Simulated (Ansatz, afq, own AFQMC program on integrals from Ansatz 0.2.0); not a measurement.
H₂Cl, doublet: AFQMC among the cluster methods

```yaml
atoms:
  - { symbol: H, position_ang: [0.0000, 0.0000, -1.3353] }
  - { symbol: H, position_ang: [0.0000, 0.0000, -0.0073] }
  - { symbol: Cl, position_ang: [0.0000, 0.0000, 1.3427] }
```

Basis cc-pVTZ. Only valence electrons are correlated. Integrals, coupled cluster, full CI and functionals: Ansatz 0.2.0; the random walks run on the same integrals in our own AFQMC program. ph-AFQMC/CISD is guided by a CISD state made of CCSD amplitudes; releasing the constraint for a short imaginary time cuts its bias at the price of noise, slowly where states lie close. Uncertainties: one standard error, sampling alone.

Determinant: UHF, the one that the program's search chose, which needn't be the lowest solution. The geometry is a point of a scan.

No full CI on the walks' own integrals is used here; CCSDT(Q) serves as the reference and is uncertain by about the last step of the cluster series.

```
T1 diagnostic                               : 0.0097
weight of the determinant in the CISD state : 0.914
⟨S²⟩ of the determinant                     : 0.759
size of the correlated space                : 9 electrons in 57 orbitals
```

Reference: CCSDT(Q), correlation energy -6.488 eV. The released energy is read at 2.40 1/Eh (meV from the phaseless value at times in 1/Eh: -4 ± 3 at 0.24, -5.0 ± 1.1 at 0.51, -6.2 ± 1.9 at 0.99, -4.5 ± 2.3 at 1.62, -8 ± 3 at 2.40).

```json
{"level": "HF", "E − E(reference) (mEh)": "238.41", "share of correlation (%)": "0.00"}
{"level": "MP2", "E − E(reference) (mEh)": "30.42", "share of correlation (%)": "87.24"}
{"level": "CCSD", "E − E(reference) (mEh)": "9.17", "share of correlation (%)": "96.15"}
{"level": "CCSD(T)", "E − E(reference) (mEh)": "0.91", "share of correlation (%)": "99.62"}
{"level": "CCSDT", "E − E(reference) (mEh)": "0.34", "share of correlation (%)": "99.86"}
{"level": "ph-AFQMC/CISD", "E − E(reference) (mEh)": "0.17 ± 0.10", "share of correlation (%)": "99.93"}
{"level": "released AFQMC", "E − E(reference) (mEh)": "-0.14 ± 0.10", "share of correlation (%)": "100.06"}
```

A walk keeps the symmetry of its determinant, which the program's search chose and which needn't be the lowest solution, so a lower state of the same spin and another symmetry isn't excluded. Released energies are given only where the last usable release times agree within the noise; a slower fall can still hide under it.
